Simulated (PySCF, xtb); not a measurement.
Dissociation curve of SMILES C1CC1 (C₃H₆). The C1–H9 bond (C1 also carries C, C, H; H9 carries nothing else) is varied alone, starting from the PBE0/def2-TZVP optimised geometry.

Methods: GFN1-xTB (xtb); UKS-BHandHLYP = unrestricted BHandHLYP/cc-pVDZ (PySCF); UMP2 = MP2 on UHF/cc-pVDZ, 3 core orbitals frozen run with PySCF; RKS-BHandHLYP = PySCF with restricted BHandHLYP/cc-pVDZ; RCCSD = CCSD on RHF/cc-pVDZ, 3 core orbitals frozen in PySCF.

Energies are in kJ/mol, each relative to the lowest point of its own curve near equilibrium.

```
R / Å  GFN1-xTB  UKS-BHandHLYP   UMP2  RKS-BHandHLYP  RCCSD
-----  --------  -------------  -----  -------------  -----
0.86      136.7          141.7  152.1          141.7  153.1
0.93       53.9           57.6   63.9           57.6   64.6
0.97       26.8           29.1   33.4           29.1   34.0
1.01       10.2           11.4   13.9           11.4   14.3
1.06        0.9            1.1    1.7            1.1    1.9
1.08        0.0            0.0    0.0            0.0    0.0
1.12        2.0            2.0    0.8            2.0    0.6
1.15        6.2            6.6    4.7            6.6    4.1
1.20       17.5           18.8   15.8           18.8   14.8
1.26       36.2           39.2   35.2           39.2   33.6
1.34       67.2           72.8   67.8           72.8   65.0
1.46      121.0          130.2  124.1          130.2  119.3
1.63      200.8          214.7  207.6          214.7  198.5
1.77      264.2          281.4  307.6          281.4  259.3
1.94      334.6          352.6  382.7          355.4  323.9
2.19      421.4          416.0  435.1          448.6  399.0
2.39      475.8          443.1  454.1          510.6  442.9
2.66      530.3          462.3  466.2          578.9  483.5
2.91      565.0          471.1  471.1          629.2  506.9
3.23      593.4          476.5  473.8          679.4  524.2
3.78          —          479.9  475.4          738.7  537.0
```

At the longest distance, 3.78 Å, RKS-BHandHLYP lies highest above its minimum (738.7 kJ/mol) and UMP2 lowest (475.4 kJ/mol).

Dashes: no converged value, or the column stops at the first point that the program doubted or that broke a chosen test of continuity, which isn't proof of a fault.

The unrestricted determinant behind UKS-BHandHLYP is spin-contaminated at 1.94 to 3.78 Å (<S²> up to 1.0, against 0.00 for a pure singlet). The unrestricted determinant behind UMP2 is spin-contaminated at 1.77 to 3.78 Å (<S²> up to 1.0, against 0.00 for a pure singlet). At the longest distance RKS-BHandHLYP leaves fractional charges on the fragments, a sign of delocalisation error or of the restricted form. The restricted form behind RKS-BHandHLYP keeps the bonding electrons paired and can't separate into open-shell fragments. The T1 diagnostic of CCSD on the restricted reference of RCCSD exceeds 0.045 at 2.91 to 3.78 Å.
